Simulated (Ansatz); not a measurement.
System: CsCl-type TlBr. Method: PBE (Ansatz, an electronic-structure program, plane waves, PAW).

Numerical settings: plane-wave cutoff 520 eV, 6×6×6 k mesh, perturbation theory, scalar-relativistic PAW data made under PBE.

Computed at the level's own relaxed cell.

```xyz
2
Lattice="4.0528 0.0000 0.0000 0.0000 4.0528 0.0000 0.0000 0.0000 4.0528" Properties=species:S:1:pos:R:3 pbc="T T T"
Tl     0.0000     0.0000     0.0000
Br     2.0264     2.0264     2.0264
```

Harmonic phonon frequencies (cm⁻¹; i marks an imaginary mode; at Γ without the LO shift):

```csv
q point,frequencies
Γ,0 0 0 17 17 17
X,…
M,10i 24 36 36 57 57
R,…
```

Task: Some entries are withheld; supply them.

Result: 
- X, frequencies: 9 9 42 42 61 98
- R, frequencies: 36 36 36 79 79 79

Note: the run warned that the k mesh is coarse for the response to a field.
